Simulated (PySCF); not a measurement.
Where does phosphine take a proton?

System: phosphine, `P` (PH3). Atom numbers as in the mapped SMILES `[PH3:1]`.

Energies: ωB97X-D3(BJ)/def2-TZVP (PySCF, density fitting, integration grid level 2) on PBE0-D3(BJ)/def2-SVP structures. Zero-point and thermal terms (298.15 K, 1 bar) come from unscaled PBE0-D3(BJ)/def2-SVP harmonic frequencies, with soft modes damped to free rotors in the entropy.

| site | product | PA / kJ/mol | GB / kJ/mol |
| --- | --- | --- | --- |
| P1 (phosphorus) | [PH4]+ | 798 | 764 |

PA is −ΔH and GB is −ΔG of B + H⁺ → BH⁺ in the gas phase.

In acetonitrile the product from P1 is solvated 297 kJ/mol more strongly than the parent (electrostatics only).

Measured values (NIST Chemistry WebBook, evaluated or the median of agreeing entries): proton affinity (−ΔH) 785 kJ/mol (computed 798, difference 13); gas-phase basicity (−ΔG) 751 kJ/mol (computed 764, difference 13).

Hardware: 1 thread of Arm Neoverse V1, shared with other jobs. Command: `OMP_NUM_THREADS=1 python redox_run.py task.json out`. Structures, frequencies and single points: 11 s.
